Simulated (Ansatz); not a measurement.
## Molecular dynamics of H7N2, charge +1

Input file:

```yaml
crystal:
  periodic: [false, false, false]
  atoms:
    - { symbol: "N", position_ang: [-0.065441, -0.047208, -1.304884] }
    - { symbol: H, position_ang: [0.052378, 0.889807, -1.728501] }
    - { symbol: H, position_ang: [0.670327, -0.656835, -1.702792] }
    - { symbol: H, position_ang: [-0.976401, -0.416504, -1.6291] }
    - { symbol: H, position_ang: [-9.1e-05, 0.0001, -0.001382] }
    - { symbol: "N", position_ang: [0.065408, 0.047294, 1.30491] }
    - { symbol: H, position_ang: [0.997139, -0.239942, 1.652328] }
    - { symbol: H, position_ang: [-0.112503, 1.001957, 1.663039] }
    - { symbol: H, position_ang: [-0.630817, -0.578569, 1.746381] }
total_charge: 1
basis:
  gaussian: { orbitals: def2-SVP }
hamiltonian:
  xc: lda
md:
  timestep: 0.25
  n_steps: 250
  ensemble: nve
  temperature: 400.0
  initial_velocities: maxwell_boltzmann
  seed: 648389
scf:
  lower_state_search: "off"
```

Launched with:

```bash
$ ansatz run input.yaml --threads 1 --pin off --max-ram 2048MiB --backend cpu --events-out ev --progress --plain --runs-dir out
```

It starts from a relaxed structure.

Output, in part (one step line in 3, the closing report, with atoms numbered from 0):

```
md step     0: t =     0.00 fs  T =   400.0 K  F+E_penalty+E_count = -3060.11490067 eV  E_kin = 0.361928 eV  conserved = -3059.75297267 eV  (14 SCF iters)
md step     3: t =     0.75 fs  T =   376.0 K  F+E_penalty+E_count = -3060.09312131 eV  E_kin = 0.340251 eV  conserved = -3059.75286997 eV  (19 SCF iters)
md step     6: t =     1.50 fs  T =   319.5 K  F+E_penalty+E_count = -3060.04176317 eV  E_kin = 0.289123 eV  conserved = -3059.75263983 eV  (20 SCF iters)
md step     9: t =     2.25 fs  T =   264.1 K  F+E_penalty+E_count = -3059.99140525 eV  E_kin = 0.238927 eV  conserved = -3059.75247830 eV  (20 SCF iters)
md step    12: t =     3.00 fs  T =   233.4 K  F+E_penalty+E_count = -3059.96371865 eV  E_kin = 0.211211 eV  conserved = -3059.75250807 eV  (20 SCF iters)
md step    15: t =     3.75 fs  T =   224.2 K  F+E_penalty+E_count = -3059.95553588 eV  E_kin = 0.202884 eV  conserved = -3059.75265220 eV  (21 SCF iters)
md step    18: t =     4.50 fs  T =   215.9 K  F+E_penalty+E_count = -3059.94808481 eV  E_kin = 0.195330 eV  conserved = -3059.75275516 eV  (20 SCF iters)
md step    21: t =     5.25 fs  T =   193.0 K  F+E_penalty+E_count = -3059.92736997 eV  E_kin = 0.174632 eV  conserved = -3059.75273788 eV  (20 SCF iters)
md step    24: t =     6.00 fs  T =   158.2 K  F+E_penalty+E_count = -3059.89574454 eV  E_kin = 0.143131 eV  conserved = -3059.75261355 eV  (21 SCF iters)
md step    27: t =     6.75 fs  T =   130.4 K  F+E_penalty+E_count = -3059.87041057 eV  E_kin = 0.117946 eV  conserved = -3059.75246450 eV  (21 SCF iters)
md step    30: t =     7.50 fs  T =   131.6 K  F+E_penalty+E_count = -3059.87145765 eV  E_kin = 0.119036 eV  conserved = -3059.75242137 eV  (20 SCF iters)
md step    33: t =     8.25 fs  T =   167.6 K  F+E_penalty+E_count = -3059.90417192 eV  E_kin = 0.151613 eV  conserved = -3059.75255930 eV  (21 SCF iters)
md step    36: t =     9.00 fs  T =   217.7 K  F+E_penalty+E_count = -3059.94973196 eV  E_kin = 0.196940 eV  conserved = -3059.75279158 eV  (20 SCF iters)
md step    39: t =     9.75 fs  T =   247.6 K  F+E_penalty+E_count = -3059.97695055 eV  E_kin = 0.224014 eV  conserved = -3059.75293615 eV  (20 SCF iters)
md step    42: t =    10.50 fs  T =   236.1 K  F+E_penalty+E_count = -3059.96646524 eV  E_kin = 0.213586 eV  conserved = -3059.75287933 eV  (20 SCF iters)
md step    45: t =    11.25 fs  T =   191.5 K  F+E_penalty+E_count = -3059.92590788 eV  E_kin = 0.173235 eV  conserved = -3059.75267308 eV  (21 SCF iters)
md step    48: t =    12.00 fs  T =   143.8 K  F+E_penalty+E_count = -3059.88265752 eV  E_kin = 0.130153 eV  conserved = -3059.75250458 eV  (21 SCF iters)
md step    51: t =    12.75 fs  T =   117.9 K  F+E_penalty+E_count = -3059.85919172 eV  E_kin = 0.106677 eV  conserved = -3059.75251432 eV  (20 SCF iters)
md step    54: t =    13.50 fs  T =   112.9 K  F+E_penalty+E_count = -3059.85481566 eV  E_kin = 0.102167 eV  conserved = -3059.75264855 eV  (20 SCF iters)
md step    57: t =    14.25 fs  T =   109.6 K  F+E_penalty+E_count = -3059.85194244 eV  E_kin = 0.099187 eV  conserved = -3059.75275543 eV  (21 SCF iters)
md step    60: t =    15.00 fs  T =    91.9 K  F+E_penalty+E_count = -3059.83592224 eV  E_kin = 0.083177 eV  conserved = -3059.75274484 eV  (20 SCF iters)
md step    63: t =    15.75 fs  T =    61.3 K  F+E_penalty+E_count = -3059.80806578 eV  E_kin = 0.055447 eV  conserved = -3059.75261867 eV  (20 SCF iters)
md step    66: t =    16.50 fs  T =    36.8 K  F+E_penalty+E_count = -3059.78571328 eV  E_kin = 0.033258 eV  conserved = -3059.75245508 eV  (20 SCF iters)
md step    69: t =    17.25 fs  T =    42.6 K  F+E_penalty+E_count = -3059.79092586 eV  E_kin = 0.038539 eV  conserved = -3059.75238729 eV  (21 SCF iters)
md step    72: t =    18.00 fs  T =    88.4 K  F+E_penalty+E_count = -3059.83245100 eV  E_kin = 0.079953 eV  conserved = -3059.75249771 eV  (21 SCF iters)
md step    75: t =    18.75 fs  T =   157.6 K  F+E_penalty+E_count = -3059.89530207 eV  E_kin = 0.142589 eV  conserved = -3059.75271266 eV  (20 SCF iters)
md step    78: t =    19.50 fs  T =   218.5 K  F+E_penalty+E_count = -3059.95056470 eV  E_kin = 0.197698 eV  conserved = -3059.75286718 eV  (20 SCF iters)
md step    81: t =    20.25 fs  T =   248.1 K  F+E_penalty+E_count = -3059.97732751 eV  E_kin = 0.224475 eV  conserved = -3059.75285285 eV  (20 SCF iters)
md step    84: t =    21.00 fs  T =   248.2 K  F+E_penalty+E_count = -3059.97732109 eV  E_kin = 0.224620 eV  conserved = -3059.75270091 eV  (20 SCF iters)
md step    87: t =    21.75 fs  T =   240.9 K  F+E_penalty+E_count = -3059.97051667 eV  E_kin = 0.217952 eV  conserved = -3059.75256516 eV  (20 SCF iters)
md step    90: t =    22.50 fs  T =   245.7 K  F+E_penalty+E_count = -3059.97484587 eV  E_kin = 0.222271 eV  conserved = -3059.75257477 eV  (20 SCF iters)
md step    93: t =    23.25 fs  T =   261.7 K  F+E_penalty+E_count = -3059.98948995 eV  E_kin = 0.236794 eV  conserved = -3059.75269596 eV  (20 SCF iters)
md step    96: t =    24.00 fs  T =   271.8 K  F+E_penalty+E_count = -3059.99873967 eV  E_kin = 0.245942 eV  conserved = -3059.75279795 eV  (21 SCF iters)
md step    99: t =    24.75 fs  T =   261.0 K  F+E_penalty+E_count = -3059.98896301 eV  E_kin = 0.236170 eV  conserved = -3059.75279345 eV  (20 SCF iters)
md step   102: t =    25.50 fs  T =   230.2 K  F+E_penalty+E_count = -3059.96094397 eV  E_kin = 0.208267 eV  conserved = -3059.75267745 eV  (20 SCF iters)
md step   105: t =    26.25 fs  T =   197.0 K  F+E_penalty+E_count = -3059.93080652 eV  E_kin = 0.178289 eV  conserved = -3059.75251750 eV  (21 SCF iters)
md step   108: t =    27.00 fs  T =   185.5 K  F+E_penalty+E_count = -3059.92029099 eV  E_kin = 0.167858 eV  conserved = -3059.75243275 eV  (21 SCF iters)
md step   111: t =    27.75 fs  T =   207.9 K  F+E_penalty+E_count = -3059.94058410 eV  E_kin = 0.188080 eV  conserved = -3059.75250395 eV  (20 SCF iters)
md step   114: t =    28.50 fs  T =   253.5 K  F+E_penalty+E_count = -3059.98200742 eV  E_kin = 0.229327 eV  conserved = -3059.75268056 eV  (20 SCF iters)
md step   117: t =    29.25 fs  T =   296.1 K  F+E_penalty+E_count = -3060.02078296 eV  E_kin = 0.267957 eV  conserved = -3059.75282582 eV  (19 SCF iters)
md step   120: t =    30.00 fs  T =   314.3 K  F+E_penalty+E_count = -3060.03724755 eV  E_kin = 0.284410 eV  conserved = -3059.75283736 eV  (19 SCF iters)
md step   123: t =    30.75 fs  T =   306.1 K  F+E_penalty+E_count = -3060.02972931 eV  E_kin = 0.277007 eV  conserved = -3059.75272199 eV  (19 SCF iters)
md step   126: t =    31.50 fs  T =   288.3 K  F+E_penalty+E_count = -3060.01345266 eV  E_kin = 0.260855 eV  conserved = -3059.75259723 eV  (20 SCF iters)
md step   129: t =    32.25 fs  T =   278.9 K  F+E_penalty+E_count = -3060.00492385 eV  E_kin = 0.252339 eV  conserved = -3059.75258501 eV  (20 SCF iters)
md step   132: t =    33.00 fs  T =   280.1 K  F+E_penalty+E_count = -3060.00609880 eV  E_kin = 0.253416 eV  conserved = -3059.75268261 eV  (20 SCF iters)
md step   135: t =    33.75 fs  T =   278.0 K  F+E_penalty+E_count = -3060.00430790 eV  E_kin = 0.251520 eV  conserved = -3059.75278746 eV  (20 SCF iters)
md step   138: t =    34.50 fs  T =   257.1 K  F+E_penalty+E_count = -3059.98545436 eV  E_kin = 0.232643 eV  conserved = -3059.75281120 eV  (20 SCF iters)
md step   141: t =    35.25 fs  T =   214.0 K  F+E_penalty+E_count = -3059.94633766 eV  E_kin = 0.193609 eV  conserved = -3059.75272847 eV  (20 SCF iters)
md step   144: t =    36.00 fs  T =   161.1 K  F+E_penalty+E_count = -3059.89837538 eV  E_kin = 0.145792 eV  conserved = -3059.75258295 eV  (20 SCF iters)
md step   147: t =    36.75 fs  T =   120.3 K  F+E_penalty+E_count = -3059.86128477 eV  E_kin = 0.108807 eV  conserved = -3059.75247823 eV  (21 SCF iters)
md step   150: t =    37.50 fs  T =   106.7 K  F+E_penalty+E_count = -3059.84907819 eV  E_kin = 0.096580 eV  conserved = -3059.75249840 eV  (21 SCF iters)
md step   153: t =    38.25 fs  T =   117.8 K  F+E_penalty+E_count = -3059.85918955 eV  E_kin = 0.106572 eV  conserved = -3059.75261718 eV  (21 SCF iters)
md step   156: t =    39.00 fs  T =   136.0 K  F+E_penalty+E_count = -3059.87581025 eV  E_kin = 0.123078 eV  conserved = -3059.75273186 eV  (21 SCF iters)
md step   159: t =    39.75 fs  T =   144.4 K  F+E_penalty+E_count = -3059.88345352 eV  E_kin = 0.130692 eV  conserved = -3059.75276120 eV  (20 SCF iters)
md step   162: t =    40.50 fs  T =   138.7 K  F+E_penalty+E_count = -3059.87818039 eV  E_kin = 0.125487 eV  conserved = -3059.75269314 eV  (19 SCF iters)
md step   165: t =    41.25 fs  T =   128.8 K  F+E_penalty+E_count = -3059.86912488 eV  E_kin = 0.116529 eV  conserved = -3059.75259577 eV  (20 SCF iters)
md step   168: t =    42.00 fs  T =   128.8 K  F+E_penalty+E_count = -3059.86913408 eV  E_kin = 0.116566 eV  conserved = -3059.75256786 eV  (21 SCF iters)
md step   171: t =    42.75 fs  T =   142.9 K  F+E_penalty+E_count = -3059.88190383 eV  E_kin = 0.129270 eV  conserved = -3059.75263404 eV  (20 SCF iters)
md step   174: t =    43.50 fs  T =   161.2 K  F+E_penalty+E_count = -3059.89862044 eV  E_kin = 0.145892 eV  conserved = -3059.75272797 eV  (21 SCF iters)
md step   177: t =    44.25 fs  T =   169.8 K  F+E_penalty+E_count = -3059.90643250 eV  E_kin = 0.153660 eV  conserved = -3059.75277229 eV  (21 SCF iters)
md step   180: t =    45.00 fs  T =   161.7 K  F+E_penalty+E_count = -3059.89905178 eV  E_kin = 0.146319 eV  conserved = -3059.75273300 eV  (20 SCF iters)
md step   183: t =    45.75 fs  T =   142.6 K  F+E_penalty+E_count = -3059.88163146 eV  E_kin = 0.128999 eV  conserved = -3059.75263287 eV  (20 SCF iters)
md step   186: t =    46.50 fs  T =   127.1 K  F+E_penalty+E_count = -3059.86755450 eV  E_kin = 0.115010 eV  conserved = -3059.75254408 eV  (21 SCF iters)
md step   189: t =    47.25 fs  T =   128.4 K  F+E_penalty+E_count = -3059.86868618 eV  E_kin = 0.116152 eV  conserved = -3059.75253399 eV  (21 SCF iters)
md step   192: t =    48.00 fs  T =   148.0 K  F+E_penalty+E_count = -3059.88651739 eV  E_kin = 0.133917 eV  conserved = -3059.75260048 eV  (20 SCF iters)
md step   195: t =    48.75 fs  T =   176.4 K  F+E_penalty+E_count = -3059.91226043 eV  E_kin = 0.159577 eV  conserved = -3059.75268370 eV  (20 SCF iters)
md step   198: t =    49.50 fs  T =   201.1 K  F+E_penalty+E_count = -3059.93469939 eV  E_kin = 0.181975 eV  conserved = -3059.75272441 eV  (19 SCF iters)
md step   201: t =    50.25 fs  T =   216.3 K  F+E_penalty+E_count = -3059.94839922 eV  E_kin = 0.195702 eV  conserved = -3059.75269750 eV  (19 SCF iters)
md step   204: t =    51.00 fs  T =   225.9 K  F+E_penalty+E_count = -3059.95704235 eV  E_kin = 0.204409 eV  conserved = -3059.75263320 eV  (20 SCF iters)
md step   207: t =    51.75 fs  T =   239.3 K  F+E_penalty+E_count = -3059.96913741 eV  E_kin = 0.216534 eV  conserved = -3059.75260321 eV  (20 SCF iters)
md step   210: t =    52.50 fs  T =   260.9 K  F+E_penalty+E_count = -3059.98872613 eV  E_kin = 0.236082 eV  conserved = -3059.75264414 eV  (20 SCF iters)
md step   213: t =    53.25 fs  T =   285.0 K  F+E_penalty+E_count = -3060.01063839 eV  E_kin = 0.257918 eV  conserved = -3059.75272018 eV  (20 SCF iters)
md step   216: t =    54.00 fs  T =   300.8 K  F+E_penalty+E_count = -3060.02493679 eV  E_kin = 0.272166 eV  conserved = -3059.75277036 eV  (21 SCF iters)
md step   219: t =    54.75 fs  T =   301.0 K  F+E_penalty+E_count = -3060.02509741 eV  E_kin = 0.272342 eV  conserved = -3059.75275588 eV  (20 SCF iters)
md step   222: t =    55.50 fs  T =   288.0 K  F+E_penalty+E_count = -3060.01324513 eV  E_kin = 0.260559 eV  conserved = -3059.75268636 eV  (19 SCF iters)
md step   225: t =    56.25 fs  T =   271.9 K  F+E_penalty+E_count = -3059.99864081 eV  E_kin = 0.246019 eV  conserved = -3059.75262165 eV  (20 SCF iters)
md step   228: t =    57.00 fs  T =   262.1 K  F+E_penalty+E_count = -3059.98978133 eV  E_kin = 0.237166 eV  conserved = -3059.75261560 eV  (20 SCF iters)
md step   231: t =    57.75 fs  T =   259.6 K  F+E_penalty+E_count = -3059.98752187 eV  E_kin = 0.234866 eV  conserved = -3059.75265594 eV  (20 SCF iters)
md step   234: t =    58.50 fs  T =   258.3 K  F+E_penalty+E_count = -3059.98645355 eV  E_kin = 0.233759 eV  conserved = -3059.75269454 eV  (21 SCF iters)
md step   237: t =    59.25 fs  T =   252.4 K  F+E_penalty+E_count = -3059.98105994 eV  E_kin = 0.228351 eV  conserved = -3059.75270878 eV  (20 SCF iters)
md step   240: t =    60.00 fs  T =   239.3 K  F+E_penalty+E_count = -3059.96924899 eV  E_kin = 0.216554 eV  conserved = -3059.75269518 eV  (19 SCF iters)
md step   243: t =    60.75 fs  T =   221.6 K  F+E_penalty+E_count = -3059.95311969 eV  E_kin = 0.200466 eV  conserved = -3059.75265364 eV  (19 SCF iters)
md step   246: t =    61.50 fs  T =   205.4 K  F+E_penalty+E_count = -3059.93847523 eV  E_kin = 0.185865 eV  conserved = -3059.75260987 eV  (21 SCF iters)
md step   249: t =    62.25 fs  T =   197.3 K  F+E_penalty+E_count = -3059.93115299 eV  E_kin = 0.178550 eV  conserved = -3059.75260290 eV  (21 SCF iters)
md step   250: t =    62.50 fs  T =   196.8 K  F+E_penalty+E_count = -3059.93068076 eV  E_kin = 0.178069 eV  conserved = -3059.75261146 eV  (20 SCF iters)
Total energy: -3059.93070546 eV, -112.4503793301 hartree
Atom 0 at    -0.065899    -0.021132    -1.306802 Å, force     0.290575    -0.620639     0.944352 eV/Å
Atom 1 at     0.091610     0.816996    -1.856055 Å, force    -0.262653     0.934711    -0.226627 eV/Å
Atom 2 at     0.616938    -0.681210    -1.666706 Å, force     0.674641    -0.671386    -0.160508 eV/Å
Atom 3 at    -0.962504    -0.449431    -1.500758 Å, force    -0.978058    -0.057448    -0.563563 eV/Å
Atom 4 at    -0.010678    -0.044589    -0.008780 Å, force     0.528350     0.258245     0.082432 eV/Å
Atom 5 at     0.075700     0.024219     1.303921 Å, force    -0.493585     0.363670     0.546797 eV/Å
Atom 6 at     0.999811    -0.176980     1.774706 Å, force    -0.673432     0.359586    -0.484879 eV/Å
Atom 7 at    -0.224849     1.018676     1.476492 Å, force     0.610329    -0.505675     0.134906 eV/Å
Atom 8 at    -0.646948    -0.525147     1.821469 Å, force     0.303834    -0.061062    -0.272911 eV/Å
Dipole moment:    -0.033757    -0.005376    -0.001167 e Å
```

The run went to its last step. The conserved energy stayed within 0.065 meV per atom of its start (net change 0.04 meV per atom), so the integration is sound. The temperature averaged 0.51 of the 400 K drawn at the start: a run that starts near a minimum puts about half its kinetic energy into the potential. A run of 0.062 ps of so small a system gives no equilibrium averages. Limits of this set-up: the dipole of an ion depends on the origin.

The same pairs are bonded in the first frame and the last. Pairs count as bonded within 1.25 times the sum of covalent radii (0.12 Å more for H–H).

Last frame:

```xyz
9
Properties=species:S:1:pos:R:3
N -0.066 -0.021 -1.307
H 0.092 0.817 -1.856
H 0.617 -0.681 -1.667
H -0.963 -0.449 -1.501
H -0.011 -0.045 -0.009
N 0.076 0.024 1.304
H 1.000 -0.177 1.775
H -0.225 1.019 1.476
H -0.647 -0.525 1.821
```

Time of the run: 2.1 min on 1 CPU thread of a shared host.
